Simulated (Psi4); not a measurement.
# N2H (dinitrogen monohydride) at UPBE/cc-pVTZ (density fitting)

Wanted: molecular dynamics of N2H (dinitrogen monohydride). 

The calculation is run with Psi4 1.11.

### 1 The molecule

N2H: 3 atoms, total charge 0, spin state doublet. SMILES: `[N]=N`. The coordinates come from a PBE0-D4/def2-TZVP relaxation. The run starts from this shape.

Bond lengths: N1–N2 1.165 Å, N2–H3 1.057 Å. Angles: N1–N2–H3 117.5°.

### 2 A short trajectory at UPBE/cc-pVTZ (density fitting)

Input file hn2.xyz:

```xyz
3
HN2
N      0.710530    -0.606720     0.326180
N     -0.268660    -0.217710    -0.170100
H     -0.441870     0.824430    -0.156080
```

Input file hn2_ase.py:

```python
import numpy as np
from ase.calculators.psi4 import Psi4
from ase.io import read
from ase import units
from ase.md.velocitydistribution import MaxwellBoltzmannDistribution, Stationary
from ase.md.verlet import VelocityVerlet

mol = read('hn2.xyz')
calc = Psi4(atoms=mol, method='pbe', basis='cc-pVTZ', memory='1600MB', num_threads=1, charge=0, multiplicity=2, label='calc', reference='uks')
mol.calc = calc

MaxwellBoltzmannDistribution(mol, temperature_K=1000.0, rng=np.random.default_rng(633))
Stationary(mol)
dyn = VelocityVerlet(mol, 1.0 * units.fs)
def show():
    ep, ek = mol.get_potential_energy(), mol.get_kinetic_energy()
    print(f'step {dyn.nsteps:3d}  Epot {ep:14.6f}  Ekin {ek:9.6f}  Etot {ep + ek:14.6f} eV  T {mol.get_temperature():7.1f} K')
dyn.attach(show)
dyn.run(40)
```

Started as:

```console
$ python hn2_ase.py
```

What values should one expect? Wanted: potential energy of the last frame.

Answer, from the run:

Level: UPBE/cc-pVTZ (density fitting).

| quantity | value |
| --- | --- |
| potential energy of the last frame | -109.94243 Eh |
